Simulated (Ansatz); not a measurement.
# AlH₅SSi: vertical ionisation energy

The task here is to estimate one member of a computed series from the others.

Method: unrestricted cation, the program's frozen cores in correlated methods; program: Ansatz 0.2.0, Gaussian basis.

Levels to be run: UKS PBE-D4/def2-TZVPP; UKS r2SCAN-D4/def2-TZVPP; UKS PBE0-D4/def2-TZVPP; UKS B3LYP-D4/def2-TZVPP; UKS wB97X-V/def2-TZVPP; UKS wB97M-V/def2-TZVPP; UKS B2PLYP/def2-TZVPP; UHF-MP2/def2-TZVPP; UHF-MP2/def2-QZVPP; then −ε(HOMO) from the neutral's earlier runs with LDA (SPW92), PBE-D4, revPBE-D4, BLYP-D4, r2SCAN-D4, B97M-V, PBE0-D4, B3LYP-D4, r2SCANh-D4, r2SCAN0-D4, HSE06-D4, BHLYP-D4, CAM-B3LYP-D4, LC-ωPBE, ωB97X-V, ωB97M-V.

1 further run of the same task is left out (it didn't finish).

**The geometry**

An earlier PBE0-D4 in a triple-zeta def2 set relaxation fixed the geometry.

8 atoms, charge 0, spin multiplicity 1.

Atoms are counted from 1 here; the program's logs count them from 0.

Bond lengths: Al1–Si2 2.458 Å, Al1–H4 1.586 Å, Al1–H5 1.588 Å, Si2–S3 2.149 Å, Si2–H6 1.493 Å, Si2–H7 1.493 Å, S3–H8 1.344 Å. Angles: Si2–Al1–H4 120.7°, Si2–Al1–H5 119.4°, H4–Al1–H5 120.0°, Al1–Si2–S3 107.2°, Al1–Si2–H6 111.7°, Al1–Si2–H7 111.7°, S3–Si2–H6 110.2°, S3–Si2–H7 110.1°, H6–Si2–H7 106.0°, Si2–S3–H8 96.4°.

As a file:

```
Al   -1.21176    0.91670   -0.99616
Si    0.64355    0.02379    0.34549
S     0.20499   -2.04258    0.74051
H    -2.43242   -0.00985   -1.40639
H    -1.18111    2.43732   -1.45317
H     0.80526    0.76965    1.62832
H     1.94854    0.14499   -0.36892
H     1.31517   -2.29711    1.45461
```

Set-up of the first run:

The input, in.yaml:

```yaml
crystal:
  periodic: [false, false, false]
  atoms:
    - {symbol: Al, position_ang: [-1.211763, 0.916696, -0.996163]}
    - {symbol: Si, position_ang: [0.643546, 0.023785, 0.345493]}
    - {symbol: S, position_ang: [0.204985, -2.042578, 0.740512]}
    - {symbol: H, position_ang: [-2.432425, -0.009854, -1.406386]}
    - {symbol: H, position_ang: [-1.181107, 2.437318, -1.453171]}
    - {symbol: H, position_ang: [0.805256, 0.769651, 1.628322]}
    - {symbol: H, position_ang: [1.948537, 0.144992, -0.368918]}
    - {symbol: H, position_ang: [1.315171, -2.297109, 1.454613]}
basis:
  gaussian: {orbitals: def2-TZVPP}
total_charge: 1
magnetization: {spin_polarized: true, initial_magnetization: 1}
hamiltonian: {xc: pbe, dispersion: d4}
```

Command:

```bash
$ ansatz run in.yaml --threads 2 --pin off --events-out ev --progress --plain --max-ram 4352MiB
```

Steps of the session up to this table: Cation, UKS PBE-D4/def2-TZVPP; Cation, UKS r2SCAN-D4/def2-TZVPP; Cation, UKS PBE0-D4/def2-TZVPP; Cation, UKS B3LYP-D4/def2-TZVPP; Cation, UKS wB97X-V/def2-TZVPP; Cation, UKS wB97M-V/def2-TZVPP; Cation, UKS B2PLYP (frozen core)/def2-TZVPP; Cation, UHF-MP2/def2-TZVPP; Cation, UHF-MP2/def2-QZVPP.

One of the session's tables, all rows but one given; the rest of the session is left out.

For comparison, −ε(HOMO) of the neutral from earlier runs:

```
  functional  −ε(HOMO) (eV)
 LDA (SPW92)           6.24
      PBE-D4           6.15
   revPBE-D4           6.12
     BLYP-D4           5.98
   r2SCAN-D4           6.44
      B97M-V           6.58
     PBE0-D4           7.37
    B3LYP-D4           7.12
  r2SCANh-D4           6.88
  r2SCAN0-D4           7.55
    HSE06-D4           6.97
    BHLYP-D4           8.44
CAM-B3LYP-D4              ?
     LC-ωPBE          10.09
     ωB97X-V           9.73
     ωB97M-V           9.55
```

**Question.** Estimate the row for CAM-B3LYP-D4.

**Answer.** −ε(HOMO) (eV): 8.67. In the column «−ε(HOMO) (eV)» it lies between BHLYP-D4 (8.44) and ωB97M-V (9.55).
